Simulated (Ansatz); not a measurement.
**AlLi+ (doublet): from Hartree-Fock to the top rungs, aug-cc-pVTZ**

An exercise on one series of results from a longer session: the logs are not shown, and one member is left open.

Method: aug-cc-pVTZ, core rule «outside noble gas», up to 6 orbitals frozen; program: Ansatz 0.2.0, Gaussian basis.

The runs, in order: UHF; CCSD(T) on ROHF; CCSD(T) on UHF; BCCD(T) on ROHF; CCSDT on ROHF; CCSDT on UHF; Full CI.

33 further runs of the same task are left out: 9 for a known fault of the program, 8 that didn't finish, 16 set aside as unsound or not needed. Runs told in other sessions of the task aren't counted.

## The system

The geometry is a PBE0/def2-TZVP stationary point (not a proven minimum) of the parent state, kept for this charge and spin.

2 atoms, charge 1, spin multiplicity 2.

Atoms are counted from 1 here; the program's logs count them from 0.

No contacts short enough for the rule that draws bonds.

Geometry (Å):

```tsv
atom	x (Å)	y (Å)	z (Å)
Al1	0.00000	0.00000	0.00000
Li2	0.00000	0.00000	2.63530
```

Set-up of the first run:

Input file in.yaml:

```yaml
crystal:
  periodic: [false, false, false]
  atoms:
    - {symbol: Al, position_ang: [0.000000, 0.000000, 0.000000]}
    - {symbol: Li, position_ang: [0.000000, 0.000000, 2.635300]}
basis:
  gaussian: {orbitals: aug-cc-pVTZ}
total_charge: 1
magnetization: {spin_polarized: true, initial_magnetization: 1}
hamiltonian: {xc: hf}
output: {orbitals: {seedname: orbitals}}
```

Launch:

```
$ ansatz run in.yaml --threads 1 --pin off --events-out ev --progress --plain --max-ram 2393MiB
```

Among the steps run: UHF; CCSD(T) on ROHF; CCSD(T) on UHF; BCCD(T) on ROHF; CCSDT on ROHF; CCSDT on UHF; Full CI.

One of the session's tables, all rows but one given; the rest of the session is left out.

```
  method  from FCI (kJ/mol)
    ROHF             +146.2
     UHF             +133.9
    RMP2              +41.9
    UMP2              +42.5
   RCCSD                  ?
   UCCSD               +3.7
RCCSD(T)               +1.1
UCCSD(T)               +1.0
 BCCD(T)               +1.1
  RCCSDT                0.0
  UCCSDT               -0.1
     FCI                  0
```

Q: Estimate the row for RCCSD from the others.

The run gave: from FCI (kJ/mol): +4.4. In the column «from FCI (kJ/mol)» it lies between UCCSD (+3.7) and RMP2 (+41.9).

Caveats from the session: Levels on UHF freeze UHF's core orbitals, full CI those of ROHF, so the U rows can settle a little off it for that reason alone. Restricted and unrestricted rows rest on different reference determinants; a gap between their highest levels can come from leftover correlation error, from unlike frozen cores or from another state.
